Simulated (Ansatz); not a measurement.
C2H8N2 (`CCNN`) from Hartree–Fock to CCSD(T)

Z-matrix (Å, degrees):
```
C
C 1 1.521
H 1 1.092 2 110.9
H 1 1.093 2 111.0 3 119.5
H 1 1.095 2 111.1 3 -120.7
N 2 1.450 1 115.6 3 61.1
H 2 1.093 1 109.9 3 -60.2
H 2 1.095 1 110.0 3 -177.9
N 6 1.412 2 111.5 1 -61.8
H 6 1.016 2 109.7 1 62.2
H 9 1.010 6 108.5 2 -151.0
H 9 1.015 6 112.9 2 88.7
```

Total charge 0; spin multiplicity 1. Geometry: relaxed with PBE0-D4/def2-TZVP. It is one conformer, not always the lowest. Frozen core, restricted reference, the Gaussian-basis code of Ansatz. CBS rows extrapolate triple and quadruple zeta; past MP2 they add the triple-zeta difference.

| basis | HF (Eh) | MP2 corr. | CCSD corr. | (T) | CCSD(T) total |
| --- | --- | --- | --- | --- | --- |
| def2-SVP | -189.10465 | -0.63356 | -0.68399 | -0.01857 | -189.80721 |
| def2-TZVPP | ? | -0.78455 | -0.82362 | ? | ? |
| def2-QZVPP | -189.33172 | ? | – | – | – |
| CBS(def2) | ? | -0.87676 | -0.91584 | as TZ | ? |

Q: Fill in the withheld values. (Best estimate.)

A: Ansatz gave: def2-TZVPP HF (Eh): -189.32228; def2-TZVPP (T): -0.03135; def2-TZVPP CCSD(T) total: -190.17725; def2-QZVPP MP2 corr.: -0.83752; CBS(def2) HF (Eh): -189.33302; CBS(def2) CCSD(T) total: -190.28021.
